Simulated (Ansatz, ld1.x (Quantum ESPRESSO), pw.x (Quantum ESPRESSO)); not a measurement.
**What a changed setting does to a pw.x run (sc Al)**

Potential: ultrasoft, ld1.x (Quantum ESPRESSO) 7.5, PBEsol; core [Ne], reference 3s2 3p1; waves: 3s (bound): rcut 1.45, rcutus 1.85 bohr; 3s channel at 1.15 Ry: rcut 1.45, rcutus 1.85 bohr; 3p (bound): rcut 2.05, rcutus 2.20 bohr; 3p channel at 0.1 Ry: rcut 2.05, rcutus 2.20 bohr; 3d channel at -0.1 Ry: rcut 1.70, rcutus 2.05 bohr; local part: all-electron potential smoothed inside 1.40 bohr (lloc = -1); core correction: Bessel-smoothed model core inside 1.45 bohr; augmentation: built from norm-conserving waves at rcut, not smoothed further.

The reference run (k-mesh 12³, cutoffs 40/600 Ry, Fermi–Dirac 0.01 Ry, mixing_beta 0.4, conv_thr 1e-9, no spin) gives 0.06 GPa at 19.657 Å³/atom, where all-electron LAPW gives 0.19 GPa. This run, with its own iteration cap, changes ecutrho/ecutwfc to 6.

```
&control
  calculation='scf', prefix='x', pseudo_dir='./', outdir='./tmp', tstress=.true., disk_io='none'
/
&system
  ibrav=0, nat=1, ntyp=1, ecutwfc=40, ecutrho=240, nbnd=8,
  occupations='smearing', smearing='fd', degauss=0.01
/
&electrons
  conv_thr=1e-09, mixing_beta=0.4, electron_maxstep=60
/
ATOMIC_SPECIES
Al 1.0 Al.UPF
CELL_PARAMETERS angstrom
  2.69881063 0.00000000 0.00000000
  0.00000000 2.69881063 0.00000000
  0.00000000 0.00000000 2.69881063
ATOMIC_POSITIONS crystal
Al 0.0000 0.0000 0.0000
K_POINTS automatic
12 12 12 0 0 0
```

```bash
pw.x < Al.scf.in > Al.scf.out
```

Problem. How does the run end?

Solution. It converges in 5 iterations; the free energy moves by +0.0 meV/atom and the pressure by +0.00 GPa. The result is that of the reference run.

```
Message from routine setup:
     using ibrav=0 with symmetry is DISCOURAGED, use correct ibrav instead
     lattice parameter (alat)  =       5.1000  a.u.
     unit-cell volume          =     132.6520 (a.u.)^3
     number of electrons       =         3.00
     number of Kohn-Sham states=            8
     kinetic-energy cutoff     =      40.0000  Ry
     charge density cutoff     =     240.0000  Ry
     scf convergence threshold =      1.0E-09
     Exchange-correlation= PBESOL
     number of k points=    84  Fermi-Dirac smearing, width (Ry)=  0.0100
     iteration #  1     ecut=    40.00 Ry     beta= 0.40
     total energy              =      -7.39634816 Ry
     estimated scf accuracy    <       0.00275015 Ry
     iteration #  2     ecut=    40.00 Ry     beta= 0.40
     total energy              =      -7.39607921 Ry
     estimated scf accuracy    <       0.00086799 Ry
     iteration #  3     ecut=    40.00 Ry     beta= 0.40
     total energy              =      -7.39612139 Ry
     estimated scf accuracy    <       0.00000911 Ry
     iteration #  4     ecut=    40.00 Ry     beta= 0.40
     total energy              =      -7.39612231 Ry
     estimated scf accuracy    <          3.9E-09 Ry
     iteration #  5     ecut=    40.00 Ry     beta= 0.40
     the Fermi energy is     5.7227 ev
!    total energy              =      -7.39612239 Ry
     estimated scf accuracy    <          9.1E-10 Ry
     smearing contrib. (-TS)   =      -0.00226304 Ry
     The total energy is F=E-TS. E is the sum of the following terms:
     one-electron contribution =       2.50880084 Ry
     hartree contribution      =       0.02967129 Ry
     xc contribution           =      -4.92534864 Ry
     ewald contribution        =      -5.00698284 Ry
     convergence has been achieved in   5 iterations
          total   stress  (Ry/bohr**3)                   (kbar)     P=        0.64
     Message from routine punch:
     Nothing written, as per user request (disk_io='none')
```

The run took about 5.3 s on one core of a shared server CPU.
